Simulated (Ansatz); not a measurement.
Results of PBEsol (plane waves, PAW; Ansatz, a first-principles code) for solid iodine.

Settings: plane-wave cutoff 520 eV, 6×6×2 k mesh (along the axes of the cell as run), scalar-relativistic PAW data made under PBE.

Cell (relaxed at this level):

```cif
data_I4
_chemical_formula_sum 'I4'
_space_group_name_H-M_alt 'P 1'
_space_group_IT_number 1
_cell_length_a 4.34558
_cell_length_b 4.34558
_cell_length_c 9.66674
_cell_angle_alpha 90.000
_cell_angle_beta 90.000
_cell_angle_gamma 60.713
loop_
_space_group_symop_operation_xyz
  'x, y, z'
loop_
_atom_site_label
_atom_site_type_symbol
_atom_site_fract_x
_atom_site_fract_y
_atom_site_fract_z
_atom_site_occupancy
I1 I 0.17043 0.82957 0.87728 1
I2 I 0.32957 0.67043 0.37728 1
I3 I 0.67043 0.32957 0.62272 1
I4 I 0.82957 0.17043 0.12272 1
```

Task: Predict the elastic constant C12, Young modulus, elastic constant C66, elastic constant C33, elastic constant C11, elastic constant C13 and elastic constant C44.

Result: 
elastic constant C12: 2.49 GPa
Young modulus: 21.6 GPa
elastic constant C66: 5.01 GPa
elastic constant C33: 57.6 GPa
elastic constant C11: 10.9 GPa
elastic constant C13: -1.59 GPa
elastic constant C44: 34.2 GPa

Note: the cell comes from a level without a dispersion term, which matters for the spacing of layers, chains or molecules.

Elastic constants are with the ions relaxed.

Spin–orbit coupling is not included.

Computed values are for the static lattice.

Cost on a shared machine: about 18 core-minutes (a rough figure).
